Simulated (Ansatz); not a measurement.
What a trial cell of LiRe3 relaxes into

Level of theory: DFT PBE, scalar-relativistic, plane waves, PAW in Ansatz 0.2.0. Cutoff 420 eV, Γ-centred k mesh, Gaussian smearing, no spin polarisation in the final step.

LiRe3 was placed on the Ni3Sn (D0_19) structure type (P6_3/mmc, No. 194), with Li in place of Sn, Re in place of Ni, at a guessed volume.

```xyz
8
Lattice="5.4856 0.0000 0.0000 -2.7428 4.7506 0.0000 0.0000 0.0000 4.4030" Properties=species:S:1:pos:R:3 pbc="T T T"
Li    0.0000    3.1671    1.1008
Li    2.7428    1.5835    3.3023
Re    2.7428    3.1639    1.1008
Re   -1.3686    3.9573    3.3023
Re    1.3741    0.7934    1.1008
Re    0.0000    1.5867    3.3023
Re    4.1114    0.7934    1.1008
Re    1.3686    3.9573    3.3023
```

Cell and atoms relax at zero pressure; the relaxation can't lower the symmetry of the start. After a coarse first stage the cell is made exact in the group found at 0.06 Å.

The zero of energy is the elements' standard structures at the same level; no fitted shifts are applied.

Task: Describe the relaxed structure.

Result: It keeps P6_3/mmc (No. 194). The result has the Ni3Sn (D0_19) structure. Conventional cell: a = 5.371 Å, c = 4.474 Å. Around Li lie 12 Re at 2.69–2.71 Å; Re is coordinated by 8 Re at 2.64–2.74 Å and 4 Li at 2.69–2.71 Å.

Space group P6_3/mmc (No. 194). a = 5.371 Å, b = 5.371 Å, c = 4.474 Å, α = 90.00°, β = 90.00°, γ = 120.00°
| atom | site | symmetry | x | y | z |
| --- | --- | --- | --- | --- | --- |
| Li | 2c | -6m2 | 0.3333 | 0.6667 | 0.2500 |
| Re | 6h | mm2 | 0.8307 | 0.6614 | 0.2500 |

Task: What are its volume, energy, density and gap?

Result: The volume per atom is 13.97 Å³ and the density is 16.81 g/cm³. The energy over the elements is 0.29 eV/atom and the gap on the 12×12×8 mesh is 0 eV (a metal).

The final run used a 12×12×8 mesh on its 8-atom cell and 0.10 eV smearing. The k mesh leaves about 4 meV/atom of noise in metals. Spin–orbit coupling is left out. A structure relaxed within its symmetry needn't be a true minimum.

Cost: 3 runs of about 4.6 core-minutes in all, on Arm Neoverse V1 (shared hosts).